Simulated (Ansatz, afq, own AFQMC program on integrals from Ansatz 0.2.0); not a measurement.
HfH3S3, doublet: AFQMC among the cluster methods

```xyz
7

S     0.8991    1.1165   -1.3302
Hf   -0.6347    0.2524    0.3504
S    -0.2840   -1.9566    1.3117
S    -2.5247    1.6049    1.0726
H     0.1927    2.2706   -1.4270
H     0.8254   -2.1520    0.5562
H    -2.9329    0.6367    1.9306
```

Basis def2-SVP with its core potentials. Noble-gas cores (and the filled d shells of Ga–Kr and In–Xe) are frozen. AFQMC by an in-house program on the Cholesky factors that Ansatz 0.2.0 writes for its CCSD(T) run. ph-AFQMC/CISD is guided by a CISD state made of CCSD amplitudes; releasing the constraint for a short imaginary time cuts its bias at the price of noise, slowly where states lie close. Error bars are statistical, one sigma. No spin–orbit coupling. The metal's outer-core s and p shells are frozen, which shifts wave-function levels against functionals.

Determinant: UHF, the one that the program's search chose, which needn't be the lowest solution. The geometry is a PBE0/def2-SVP stationary point of this or a neighbouring charge and spin state.

No full CI on the walks' own integrals is used here. The released AFQMC energy serves as the reference, which it does only where one determinant dominates, the energy is flat over the last release times and near the phaseless one (40 meV or 2 meV an electron, half that with transition metals). On small molecules, where full CI could be run and the noise was under 10 meV, such values lay within 10 meV of it in 19 cases of 20, a flattering rate, since the rule was set on those same cases; what remains of the bias isn't in the error bar.

Cautions: no spin-orbit coupling; outer-core shells of the metal frozen; the released value is read at 1.20 1/Eh with a noise of 13 meV, more than in the cases checked (meV from the phaseless value at times in 1/Eh: -8 ± 9 at 0.24, -28 ± 10 at 0.48, -5 ± 10 at 0.80, -15 ± 13 at 1.20); released reference can be 30 meV off for metals.

```
T1 diagnostic                               : 0.0209
weight of the determinant in the CISD state : 0.773
⟨S²⟩ of the determinant                     : 0.758
size of the correlated space                : 25 electrons in 82 orbitals
```

Reference: AFQMC with the constraint released, correlation energy -14.782 ± 0.013 eV.

```csv
level,E − E(reference) (kJ/mol),share of correlation (%)
HF,1426.2 ± 1.2,0.00
MP2,189.5 ± 1.2,86.72
CCSD,56.9 ± 1.2,96.01
CCSD(T),7.9 ± 1.2,99.45
ph-AFQMC/CISD,1.5 ± 1.4,99.90
```

Released energies are given only where the last usable release times agree within the noise; a slower fall can still hide under it.
